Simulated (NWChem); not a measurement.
# tert-butyl cation (C4H9 cation); SMILES [C+](C)(C)C

Results from NWChem. The geometry was optimised at B3LYP/6-31G* (spherical d). Level: PBE/def2-SVP with SMD (1 M gas to 1 M solution), gas-phase geometry. Reactions with the solvent are ignored.

```tsv
solvent	dielectric constant	solvation free energy (kcal/mol)	cavity-dispersion-structure term (kcal/mol)
water	78.4	-59.0	3.0
ethylene glycol	40.2	-59.7	1.5
tetrahydrofuran	7.43	-55.3	-1.1
ethyl acetate	5.99	(withheld)	-1.3
anisole	4.22	-49.2	-1.3
benzene	2.27	-37.2	-2.2
chloroform	4.71	-51.4	-2.0
```

Q: Some entries are withheld; supply them.

A: 
- ethyl acetate, solvation free energy (kcal/mol): -53.5
